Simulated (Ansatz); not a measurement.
# HF₂− (SMILES F[H-]F): one structure at several levels

The task here is to estimate one member of a computed series from the others.

Program: Ansatz 0.2.0, Gaussian basis. Level of theory: single points in def2-TZVPPD. These are calculated values, not measurements.

Cores are frozen in the correlated methods. B3LYP uses VWN-RPA correlation.

### Where the work starts

3 atoms, charge -1, spin multiplicity 1.

Atoms are counted from 1 here; the program's logs count them from 0.

Bond lengths: F1–H2 0.867 Å.

Geometry (Å):

```xyz
3
charge -1, multiplicity 1
F    -1.0127    0.4078   -0.4407
H    -0.2741    0.1449   -0.0697
F     1.0282   -0.2971    0.5776
```

Set-up of the first run:

run/in.yaml

```yaml
crystal:
  periodic: [false, false, false]
  atoms:
    - {symbol: F, position_ang: [-1.012700, 0.407800, -0.440700]}
    - {symbol: H, position_ang: [-0.274100, 0.144900, -0.069700]}
    - {symbol: F, position_ang: [1.028200, -0.297100, 0.577600]}
basis:
  gaussian: {orbitals: "def2-TZVPPD.json"}
total_charge: -1
correlation: {method: ccsd_t}
output: {forces: true}
```

The basis file named in the input lies beside it (Basis Set Exchange, JSON).

The command line of these runs was not kept.

Among the steps run: CCSD(T)/def2-TZVPPD; PBE0-D4/def2-TZVPPD; wB97M-V/def2-TZVPPD; r2SCAN-D4/def2-TZVPPD; PBE-D4/def2-TZVPPD; HSE06-D4/def2-TZVPPD; B3LYP-D4/def2-TZVPPD.

One table of the session follows, with a row left open; its other results are not shown here.

```
   method  RMS force component (eV/Å)  angle to CCSD(T) forces (°)
  CCSD(T)                       3.277                    reference
  PBE0-D4                       3.364                          0.1
  wB97M-V                       3.351                          0.6
r2SCAN-D4                       3.418                          0.0
   PBE-D4                           ?                            ?
 HSE06-D4                       3.366                          0.1
 B3LYP-D4                       3.429                          0.6
```

Estimate the missing values for PBE-D4.

**Answer.** RMS force component (eV/Å): 3.681; angle to CCSD(T) forces (°): 0.9. In the column «RMS force component (eV/Å)» it is the highest.
